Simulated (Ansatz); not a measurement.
Born–Oppenheimer molecular dynamics of BH₃Si₂ (6 atoms, charge 0, multiplicity 1). It starts from a relaxed structure.

Level of theory: UKS PBE/6-31G in Ansatz 0.2.0.

```json
{
  "ensemble": "NVT, Langevin thermostat",
  "time step": "0.5 fs",
  "steps asked": "360",
  "set temperature": "1000 K",
  "friction": "0.02 /fs",
  "temperature schedule": "90 steps to 1000 K, then 270 steps to 2000 K",
  "seed": "325743"
}
```

First frame:

```xyz
6
Properties=species:S:1:pos:R:3
B -1.064 0.274 -1.161
Si 0.213 -0.270 0.188
Si 1.575 0.225 1.859
H -1.560 -0.526 -1.909
H -1.344 1.445 -1.225
H 2.179 -1.148 2.248
```

Question: How far do the bonds stretch over the last three quarters of this one trajectory? (Pairs bonded in most of those frames.)

Answer: 
| bond | mean (Å) | spread (Å) | shortest | longest |
| --- | --- | --- | --- | --- |
| B1–Si2 | 2.009 | 0.110 | 1.85 | 2.22 |
| B1–H4 | 1.213 | 0.072 | 1.08 | 1.37 |
| B1–H5 | 1.224 | 0.054 | 1.11 | 1.34 |
| Si2–Si3 | 2.233 | 0.073 | 2.07 | 2.38 |
| Si3–H6 | 1.588 | 0.090 | 1.37 | 1.74 |

Mean temperature of the second half: 1531 K. The schedule's set-point averaged 1667 K over the second half and the system 1531 K. A run of 0.18 ps of so small a system gives no equilibrium averages. Limits of this set-up: no polarisation functions.

The run took 10 min on 1 thread of Arm Neoverse V2 (shared host), peak memory 0.097 GiB.
